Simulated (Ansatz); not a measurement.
## Ruthenium, hcp: convergence with the plane-wave cutoff

Computed with Ansatz, LDA, scalar-relativistic PAW, on the relaxed cell (a = 2.678 Å, c = 4.218 Å (c/a = 1.575); spin not included). Errors count from a run at 420 eV on a Γ-centred 22×22×12 mesh with Fermi-Dirac smearing of 0.1 eV, extrapolated to zero width. Fixed here: mesh 13×13×8, Fermi-Dirac width 0.1 eV. The pressure holds a Pulay correction and is unreliable far below the recommended cutoff. The SCF starts from atomic densities corrected by a trained network.

```
cutoff (eV)  E(σ→0) error (meV/atom)  P (GPa)  SCF iterations
        150                  42545.2  -169.39               6
        200                   9726.7   -26.65               6
        250                   1531.8    10.37               6
        300                    175.5    -0.51               6
        350                     16.5    -0.22               6
        420                      2.3     0.00               6
        500                      1.7    -0.01               6
        600                      1.4    -0.01               6
        800                      1.1    -0.01               6
```

Within 5 meV/atom of the last row: from 420 eV on.
